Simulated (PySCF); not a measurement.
Compound: C3H4F2S.
Structure used (PBE0-D3(BJ)/def2-SVP), in Å, numbered top down from 1:
```
atom  x, y, z in Å
F1    -1.3664   -0.9535    0.7496
C2    -1.2197   -0.1237   -0.3291
C3    -0.0232    0.7678   -0.1583
S4    -0.0297    2.3282   -0.5908
C5     1.1811    0.1018    0.4431
F6     1.3345   -1.1655   -0.0513
H7    -2.1274    0.4839   -0.4633
H8    -1.0622   -0.7403   -1.2340
H9     1.0301    0.0410    1.5374
H10    2.0834    0.6981    0.2392
```

All values: PBE0/pcSseg-1 and CAM-B3LYP/def2-SVPD (PySCF, non-relativistic), on one gas-phase PBE0-D3(BJ)/def2-SVP geometry that isn't relaxed in the solvent. The solvent is an IEF-PCM continuum (Bondi radii, 1.10 Å for H, scaled by 1.2). The model holds no explicit solvent molecules, cavitation or dispersion.

Gas phase at PBE0/pcSseg-1: HOMO -7.09 eV, LUMO -2.82 eV, dipole 0.47 D.

Task: What does the continuum do to the energy, the frontier levels and the dipole at PBE0/pcSseg-1 in methanol?

Result: 
```tsv
solvent	ε	E(solvent) − E(gas) (kcal/mol)	polarisation term (kcal/mol)	distortion of the solute (kcal/mol)	HOMO (eV)	LUMO (eV)	dipole (D)
methanol	32.61	-4.54	-5.07	0.53	-7.01	-2.65	0.30
```

Polarisation term: ½ Σ q·V over the induced surface charges. Distortion: the rise of the solute's own energy as its density leaves the gas-phase optimum.

Task: Which Hirshfeld charges (PBE0/pcSseg-1) respond most in methanol (means over atoms taken as equivalent)?

Result: 
```
       atoms          environment  gas (e)  solvent (e)  change
          S4  thiocarbonyl sulfur   -0.076       -0.105  -0.029
       F1/F6       alkyl fluorine   -0.106       -0.118  -0.012
          C3  thiocarbonyl carbon   +0.037       +0.047  +0.010
H7/H8/H9/H10   methylene hydrogen   +0.054       +0.063  +0.009
       C2/C5       sp3 C–F carbon   +0.018       +0.021  +0.003
```

Task: Which Mayer bond orders change most in methanol?

Result: 
```csv
bond,length (Å),gas,solvent,change
C3–S4,1.619,1.922,1.883,-0.039
C5–F6,1.369,0.907,0.891,-0.016
F1–C2,1.369,0.907,0.892,-0.015
C2–C3,1.502,0.952,0.959,+0.007
C3–C5,1.502,0.952,0.959,+0.007
C2–H8,1.106,0.922,0.917,-0.005
C5–H9,1.106,0.922,0.917,-0.005
C2–H7,1.101,0.948,0.946,-0.002
```

Gas phase at CAM-B3LYP/def2-SVPD: HOMO -8.51 eV, LUMO -1.77 eV, dipole 0.56 D.

Task: What does the continuum do to the energy, the frontier levels and the dipole at CAM-B3LYP/def2-SVPD in methanol?

Result: 
| solvent | ε | E(solvent) − E(gas) (kcal/mol) | polarisation term (kcal/mol) | distortion of the solute (kcal/mol) | HOMO (eV) | LUMO (eV) | dipole (D) |
| --- | --- | --- | --- | --- | --- | --- | --- |
| methanol | 32.61 | -4.90 | -5.55 | 0.65 | -8.40 | -1.57 | 0.46 |

Task: How does the static polarisability (CAM-B3LYP/def2-SVPD, frozen core, with the continuum's full static response) change?

Result: 
| medium | isotropic (au) | principal values (au) | ⟨r²⟩ of the electrons (bohr²) |
| --- | --- | --- | --- |
| gas | 59.8 | 46.3, 57.6, 75.6 | 740.9 |
| methanol | 80.8 | 62.5, 76.4, 103.5 | 741.6 |

The isotropic value in methanol is 1.35 times the gas-phase one; no cavity-field correction is applied. ⟨r²⟩ is taken about the centre of nuclear charge.

The run took about 18 s of CPU time (one thread, shared machine). This is the whole shielding run at PBE0/pcSseg-1 in methanol, SCF included.
